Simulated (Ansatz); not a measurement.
# CHS− (SMILES [CH-]=S): single points off equilibrium

The task here is to estimate one member of a computed series from the others.

Computed with Ansatz 0.2.0, Gaussian basis. Level: single points in def2-TZVPPD.

Cores are frozen in the correlated methods.

### Where the work starts

SMILES `[CH-]=S`, 3 atoms, charge -1, spin multiplicity 1.

Atoms are counted from 1 here; the program's logs count them from 0.

Bond lengths: C1–S2 1.641 Å, C1–H3 1.091 Å. Angles: S2–C1–H3 109.3°.

Coordinates:

```csv
atom,x (Å),y (Å),z (Å)
C1,-0.1490,0.5505,-0.1120
S2,1.0966,-0.2778,0.5627
H3,-0.8811,-0.1561,-0.5061
```

Set-up of the first run:

The input, run/in.yaml:

```yaml
crystal:
  periodic: [false, false, false]
  atoms:
    - {symbol: C, position_ang: [-0.149000, 0.550500, -0.112000]}
    - {symbol: S, position_ang: [1.096600, -0.277800, 0.562700]}
    - {symbol: H, position_ang: [-0.881100, -0.156100, -0.506100]}
basis:
  gaussian: {orbitals: "def2-TZVPPD.json"}
total_charge: -1
correlation: {method: ccsd_t}
output: {forces: true}
```

The basis file named in the input lies beside it (Basis Set Exchange, JSON).

The command line of these runs was not kept.

Among the steps run: CCSD(T)/def2-TZVPPD; PBE0-D4/def2-TZVPPD; wB97M-V/def2-TZVPPD; r2SCAN-D4/def2-TZVPPD; PBE-D4/def2-TZVPPD; BHLYP-D4/def2-TZVPPD; SPW92/def2-TZVPPD.

One of the session's tables, all rows but one given; the rest of the session is left out.

| method | RMS force component (eV/Å) | angle to CCSD(T) forces (°) |
| --- | --- | --- |
| CCSD(T) | 0.716 | reference |
| PBE0-D4 | 0.507 | 16.6 |
| wB97M-V | 0.455 | 14.1 |
| r2SCAN-D4 | 0.598 | 11.3 |
| PBE-D4 | 0.714 | 11.9 |
| BHLYP-D4 | 0.347 | 6.0 |
| SPW92 | ? | ? |

**Question.** Estimate the row for SPW92.

**Answer.** RMS force component (eV/Å): 0.543; angle to CCSD(T) forces (°): 33.5. In the column «RMS force component (eV/Å)» it lies between PBE0-D4 (0.507) and r2SCAN-D4 (0.598).

To keep in mind: The anion's highest level is positive in at least one run, so there the basis alone may hold the extra electron.
